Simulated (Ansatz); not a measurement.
Two isomers of C2H7NO2: A = `CNC(O)O`, B = `OCNCO`.

Computed with Ansatz on PBE0-D4/def2-TZVP structures; ΔE is electronic, products minus reactants. CCSD(T)/CBS adds triple-zeta CCSD(T) − MP2 to the extrapolated MP2 energy (def2 sets, frozen cores). Functionals use def2-TZVPP. B3LYP here is the variant with VWN-RPA as its local correlation; programs differ in this. One conformer a species, not always the lowest.

A:

```xyz
12

C    -1.367    0.548   -0.214
N    -0.355    0.221    0.778
C     0.881   -0.259    0.267
O     0.742   -1.548   -0.269
O     1.374    0.542   -0.767
H    -1.100    1.396   -0.853
H    -1.529   -0.318   -0.856
H    -2.305    0.767    0.298
H    -0.191    0.992    1.410
H     1.596   -0.272    1.106
H     0.275   -2.075    0.387
H     1.980    0.006   -1.287
```

B:

```xyz
12

O    -1.6100   -0.0493    0.1817
C    -0.6647   -0.5304   -0.7886
N     0.6151   -0.7016   -0.2166
C     1.2186    0.4781    0.3365
O     0.6845    0.9004    1.5686
H    -2.4295    0.1794   -0.2658
H    -1.0080   -1.4882   -1.1943
H    -0.5891    0.1964   -1.6071
H     0.6428   -1.4731    0.4376
H     1.1357    1.2670   -0.4247
H     2.2779    0.2890    0.5198
H    -0.2732    0.9326    1.4528
```

Question: Which is lower in electronic energy at CCSD(T)/CBS, and by how much? (An estimate is asked.)

Answer: Computed: A, by 4.0 kcal/mol.

Question: Give E(B) − E(A) in kcal/mol with PBE0-D4, HF/def2-TZVPP, ωB97M-V, PBE-D4, B2PLYP, CCSD(T)/def2-TZVPP, B3LYP. (Best estimate.)

Answer: Ansatz gave: PBE0-D4 3.9, HF/def2-TZVPP 5.1, ωB97M-V 4.3, PBE-D4 3.2, B2PLYP 3.7, CCSD(T)/def2-TZVPP 4.1, B3LYP 3.3. None reverses the order clearly.

Largest T1 diagnostic: 0.011.

In def2-TZVPP, CCSD(T) changes the Hartree–Fock value by −1.0 kcal/mol (the triples alone add −0.2 kcal/mol) and MP2 by −0.9 kcal/mol. From PBE to PBE0 (25 % exact exchange), in def2-TZVPP and without D4, E(B) − E(A) moves by +0.7 kcal/mol.
